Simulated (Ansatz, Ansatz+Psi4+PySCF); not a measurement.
| atom | x (Å) | y (Å) | z (Å) |
| --- | --- | --- | --- |
| Si | 0.0000 | 0.0000 | 0.0000 |
| F | 1.4498 | 0.0000 | -0.5003 |
| F | -0.7249 | 1.2556 | -0.5003 |
| F | -0.7249 | -1.2556 | -0.5003 |

Basis set: cc-pVTZ on F; cc-pV(T+d)Z on Si (spherical functions). Frozen core: 8 orbitals. Charge 0, multiplicity 2.

Computed with Ansatz (development build ahead of 0.2.0); the reference of a correlated method needn't be the lowest determinant of its kind.

Give the atomization energy at this shape (free ground-state atoms in the same class of orbitals less the molecule, no zero-point energy) of doublet SiF3 by UHF-CCSD(T), UHF-CCSD.

| method | atomization energy |
| --- | --- |
| UHF-CCSD(T) | 1619.5 kJ/mol |
| UHF-CCSD | 1591.6 kJ/mol |

Caution: the reference determinant was not shown to be the lowest.
